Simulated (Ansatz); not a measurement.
Si2NH7, singlet: a trajectory.

Input (in.yaml):

```yaml
crystal:
  periodic: [false, false, false]
  atoms:
    - {symbol: Si, position_ang: [-0.985069, -0.230183, 0.124560]}
    - {symbol: Si, position_ang: [1.091922, -1.085601, 0.819304]}
    - {symbol: H, position_ang: [-1.760592, 0.292048, -1.196673]}
    - {symbol: N, position_ang: [-0.713454, 1.175311, -1.116441]}
    - {symbol: H, position_ang: [-1.483084, 0.578827, 1.281286]}
    - {symbol: H, position_ang: [0.911399, -2.101310, 1.894150]}
    - {symbol: H, position_ang: [1.784604, -1.745220, -0.323437]}
    - {symbol: H, position_ang: [1.992650, -0.008919, 1.328251]}
    - {symbol: H, position_ang: [-0.671769, 2.158235, -0.871203]}
    - {symbol: H, position_ang: [-0.166506, 0.967012, -1.939796]}
basis:
  gaussian: {orbitals: def2-SVP}
hamiltonian: {xc: hf}
md: {n_steps: 40, timestep: 0.25, temperature: 200, ensemble: nve, seed: 854, initial_velocities: maxwell_boltzmann}
```

Command:

```bash
ansatz run in.yaml --threads 2 --pin off --events-out ev --progress --plain --max-ram 4352MiB
```

Output of Ansatz 0.2.0:

```
Functional definition: HF
  name "HF"
  cite "Fock, Z. Phys. 61, 126 (1930) doi:10.1007/BF01340294"
  parent pbe
  exchange = exact_x
  correlation = 0
894 factors; integrals over basis functions are off by at most 3.1e-4 eV
mean field evaluation 1: about -17305.2454 eV, gradient 2.7e1 eV
mean field evaluation 2: about -17305.2702 eV, gradient 2.7e1 eV
mean field evaluation 4: about -17307.3947 eV, gradient 3.2e0 eV
mean field evaluation 8: about -17307.4489 eV, gradient 1.5e-1 eV
mean field -17307.44929154 eV, -636.0370300538 hartree, gradient 2.5e-5 eV, S^2 0.000000; 0 other end points of the search recorded, 0 dependent functions left out
the calculation of the forces begins
reference -17307.44929154 eV, -636.0370300538 hartree; 21, 21 occupied and 64, 64 virtual orbitals, 894 factors
md step     0: t =     0.00 fs  T =   200.0 K  F+E_penalty+E_count = -17307.44929154 eV  E_kin = 0.206816 eV  conserved = -17307.24247555 eV  (33 SCF iters)
md step     1: t =     0.25 fs  T =   199.3 K  F+E_penalty+E_count = -17307.44854368 eV  E_kin = 0.206096 eV  conserved = -17307.24244725 eV  (27 SCF iters)
md step     2: t =     0.50 fs  T =   195.6 K  F+E_penalty+E_count = -17307.44462424 eV  E_kin = 0.202229 eV  conserved = -17307.24239563 eV  (28 SCF iters)
md step     3: t =     0.75 fs  T =   189.5 K  F+E_penalty+E_count = -17307.43833090 eV  E_kin = 0.196005 eV  conserved = -17307.24232640 eV  (27 SCF iters)
md step     4: t =     1.00 fs  T =   182.3 K  F+E_penalty+E_count = -17307.43074760 eV  E_kin = 0.188501 eV  conserved = -17307.24224629 eV  (27 SCF iters)
md step     5: t =     1.25 fs  T =   175.0 K  F+E_penalty+E_count = -17307.42313662 eV  E_kin = 0.180974 eV  conserved = -17307.24216266 eV  (28 SCF iters)
md step     6: t =     1.50 fs  T =   169.0 K  F+E_penalty+E_count = -17307.41682041 eV  E_kin = 0.174737 eV  conserved = -17307.24208295 eV  (28 SCF iters)
md step     7: t =     1.75 fs  T =   165.4 K  F+E_penalty+E_count = -17307.41306169 eV  E_kin = 0.171048 eV  conserved = -17307.24201406 eV  (27 SCF iters)
md step     8: t =     2.00 fs  T =   165.4 K  F+E_penalty+E_count = -17307.41295251 eV  E_kin = 0.170991 eV  conserved = -17307.24196181 eV  (27 SCF iters)
md step     9: t =     2.25 fs  T =   169.6 K  F+E_penalty+E_count = -17307.41732311 eV  E_kin = 0.175393 eV  conserved = -17307.24192994 eV  (27 SCF iters)
md step    10: t =     2.50 fs  T =   178.7 K  F+E_penalty+E_count = -17307.42668301 eV  E_kin = 0.184764 eV  conserved = -17307.24191949 eV  (27 SCF iters)
md step    11: t =     2.75 fs  T =   192.7 K  F+E_penalty+E_count = -17307.44120382 eV  E_kin = 0.199275 eV  conserved = -17307.24192896 eV  (27 SCF iters)
md step    12: t =     3.00 fs  T =   211.6 K  F+E_penalty+E_count = -17307.46074643 eV  E_kin = 0.218792 eV  conserved = -17307.24195396 eV  (26 SCF iters)
md step    13: t =     3.25 fs  T =   234.9 K  F+E_penalty+E_count = -17307.48493238 eV  E_kin = 0.242944 eV  conserved = -17307.24198795 eV  (27 SCF iters)
md step    14: t =     3.50 fs  T =   262.3 K  F+E_penalty+E_count = -17307.51324984 eV  E_kin = 0.271227 eV  conserved = -17307.24202315 eV  (26 SCF iters)
md step    15: t =     3.75 fs  T =   293.1 K  F+E_penalty+E_count = -17307.54518106 eV  E_kin = 0.303130 eV  conserved = -17307.24205153 eV  (27 SCF iters)
md step    16: t =     4.00 fs  T =   327.1 K  F+E_penalty+E_count = -17307.58033454 eV  E_kin = 0.338268 eV  conserved = -17307.24206605 eV  (28 SCF iters)
md step    17: t =     4.25 fs  T =   364.1 K  F+E_penalty+E_count = -17307.61856313 eV  E_kin = 0.376501 eV  conserved = -17307.24206193 eV  (28 SCF iters)
md step    18: t =     4.50 fs  T =   404.2 K  F+E_penalty+E_count = -17307.66004769 eV  E_kin = 0.418010 eV  conserved = -17307.24203809 eV  (33 SCF iters)
md step    19: t =     4.75 fs  T =   448.1 K  F+E_penalty+E_count = -17307.70532394 eV  E_kin = 0.463325 eV  conserved = -17307.24199877 eV  (33 SCF iters)
md step    20: t =     5.00 fs  T =   496.4 K  F+E_penalty+E_count = -17307.75522912 eV  E_kin = 0.513274 eV  conserved = -17307.24195464 eV  (32 SCF iters)
md step    21: t =     5.25 fs  T =   550.1 K  F+E_penalty+E_count = -17307.81074846 eV  E_kin = 0.568824 eV  conserved = -17307.24192409 eV  (33 SCF iters)
md step    22: t =     5.50 fs  T =   610.0 K  F+E_penalty+E_count = -17307.87274866 eV  E_kin = 0.630816 eV  conserved = -17307.24193244 eV  (33 SCF iters)
md step    23: t =     5.75 fs  T =   676.5 K  F+E_penalty+E_count = -17307.94160878 eV  E_kin = 0.699600 eV  conserved = -17307.24200894 eV  (34 SCF iters)
md step    24: t =     6.00 fs  T =   749.1 K  F+E_penalty+E_count = -17308.01679329 eV  E_kin = 0.774612 eV  conserved = -17307.24218097 eV  (32 SCF iters)
md step    25: t =     6.25 fs  T =   825.8 K  F+E_penalty+E_count = -17308.09645833 eV  E_kin = 0.853994 eV  conserved = -17307.24246429 eV  (32 SCF iters)
md step    26: t =     6.50 fs  T =   903.6 K  F+E_penalty+E_count = -17308.17723449 eV  E_kin = 0.934384 eV  conserved = -17307.24285030 eV  (32 SCF iters)
md step    27: t =     6.75 fs  T =   977.8 K  F+E_penalty+E_count = -17308.25436923 eV  E_kin = 1.011076 eV  conserved = -17307.24329357 eV  (32 SCF iters)
md step    28: t =     7.00 fs  T =  1043.2 K  F+E_penalty+E_count = -17308.32240860 eV  E_kin = 1.078705 eV  conserved = -17307.24370386 eV  (32 SCF iters)
md step    29: t =     7.25 fs  T =  1095.2 K  F+E_penalty+E_count = -17308.37651613 eV  E_kin = 1.132564 eV  conserved = -17307.24395258 eV  (32 SCF iters)
md step    30: t =     7.50 fs  T =  1131.8 K  F+E_penalty+E_count = -17308.41431147 eV  E_kin = 1.170407 eV  conserved = -17307.24390402 eV  (32 SCF iters)
md step    31: t =     7.75 fs  T =  1154.9 K  F+E_penalty+E_count = -17308.43774847 eV  E_kin = 1.194271 eV  conserved = -17307.24347704 eV  (33 SCF iters)
md step    32: t =     8.00 fs  T =  1171.5 K  F+E_penalty+E_count = -17308.45413737 eV  E_kin = 1.211416 eV  conserved = -17307.24272127 eV  (32 SCF iters)
md step    33: t =     8.25 fs  T =  1192.7 K  F+E_penalty+E_count = -17308.47525339 eV  E_kin = 1.233392 eV  conserved = -17307.24186159 eV  (32 SCF iters)
md step    34: t =     8.50 fs  T =  1230.8 K  F+E_penalty+E_count = -17308.51398995 eV  E_kin = 1.272744 eV  conserved = -17307.24124591 eV  (32 SCF iters)
md step    35: t =     8.75 fs  T =  1294.1 K  F+E_penalty+E_count = -17308.57936403 eV  E_kin = 1.338176 eV  conserved = -17307.24118764 eV  (32 SCF iters)
md step    36: t =     9.00 fs  T =  1383.2 K  F+E_penalty+E_count = -17308.67213132 eV  E_kin = 1.430350 eV  conserved = -17307.24178177 eV  (32 SCF iters)
md step    37: t =     9.25 fs  T =  1489.9 K  F+E_penalty+E_count = -17308.78352121 eV  E_kin = 1.540682 eV  conserved = -17307.24283913 eV  (32 SCF iters)
md step    38: t =     9.50 fs  T =  1599.5 K  F+E_penalty+E_count = -17308.89796412 eV  E_kin = 1.653969 eV  conserved = -17307.24399481 eV  (32 SCF iters)
md step    39: t =     9.75 fs  T =  1695.6 K  F+E_penalty+E_count = -17308.99830766 eV  E_kin = 1.753405 eV  conserved = -17307.24490245 eV  (32 SCF iters)
md step    40: t =    10.00 fs  T =  1765.3 K  F+E_penalty+E_count = -17309.07082600 eV  E_kin = 1.825452 eV  conserved = -17307.24537438 eV  (34 SCF iters)
Total energy: -17309.07082600 eV, -636.0966203460 hartree
Atom 0 at    -0.962136    -0.250390     0.135868 Å, force    -1.458132    -1.668442     1.170146 eV/Å
Atom 1 at     1.092262    -1.091980     0.835403 Å, force     0.575844     0.839509     0.234117 eV/Å
Atom 2 at    -1.637009     0.959993    -1.527534 Å, force    -1.491052     0.089521    -1.065942 eV/Å
Atom 3 at    -0.761455     1.169934    -1.149621 Å, force     1.678226    -0.302597    -1.646343 eV/Å
Atom 4 at    -1.475034     0.715373     1.214126 Å, force     0.521742    -0.145687    -0.267242 eV/Å
Atom 5 at     0.921355    -2.063988     1.946874 Å, force    -0.109253    -0.012797    -0.077551 eV/Å
Atom 6 at     1.655041    -1.780648    -0.341631 Å, force     0.204899    -0.243853    -0.141242 eV/Å
Atom 7 at     2.114266    -0.086964     1.267016 Å, force     0.168348    -0.168368     0.062351 eV/Å
Atom 8 at    -0.845047     2.052729    -0.731158 Å, force     0.415049     1.522704     0.379958 eV/Å
Atom 9 at    -0.108292     1.159641    -1.957679 Å, force    -0.505671     0.090009     1.351749 eV/Å
Dipole moment:     0.003879     1.044188    -0.828693 e Å

[the SCF lines of later steps are left out]
```

The run took about 27 s on 2 CPU threads of an Arm Neoverse V1 (shared host).
